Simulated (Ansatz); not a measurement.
Process, species as SMILES: P#P (P2) → 2 P atom
B3LYP-D3(BJ)/def2-TZVP geometries, fixed; electronic energies without zero-point terms.
Largest species:
```xyz
2

P      0.0000     0.0000    -0.9447
P      0.0000     0.0000     0.9447
```
Charge 0, spin multiplicity 1.

The atomisation energy at MP2 with Ansatz (a first-principles code), in kcal/mol, split into its Hartree-Fock and correlation parts. Cores are frozen. A restricted Hartree-Fock determinant is unstable towards unrestricted orbitals. Open shells are unrestricted. No added dispersion term, no relativity. Functions are those of the species that has most.

```tsv
basis	X	functions	Hartree-Fock	MP2
cc-pV(D+d)Z	2	46	33.96	95.34
cc-pV(T+d)Z	3	78	37.98	108.15
cc-pV(Q+d)Z	4	128	38.65	114.39
cc-pV(5+d)Z	5	200	38.73	116.97
```

Worked estimate of the basis-set limit from each neighbouring pair, with Hartree-Fock from the larger set and the correlation part extrapolated as X^-3.
Correlation parts: X = 2: 61.38, X = 3: 70.17, X = 4: 75.74, X = 5: 78.24.
- (2,3): (27·(70.17) - 8·(61.38))/19 = 73.87; with Hartree-Fock 37.98 the estimate is 111.85 kcal/mol.
- (3,4): (64·(75.74) - 27·(70.17))/37 = 79.80; with Hartree-Fock 38.65 the estimate is 118.45 kcal/mol.
- (4,5): (125·(78.24) - 64·(75.74))/61 = 80.86; with Hartree-Fock 38.73 the estimate is 119.59 kcal/mol.
The last two estimates differ by 1.14 kcal/mol; the largest set lies 2.62 from the last. Over the last step Hartree-Fock moves by 0.08 and the correlation part by 2.50.
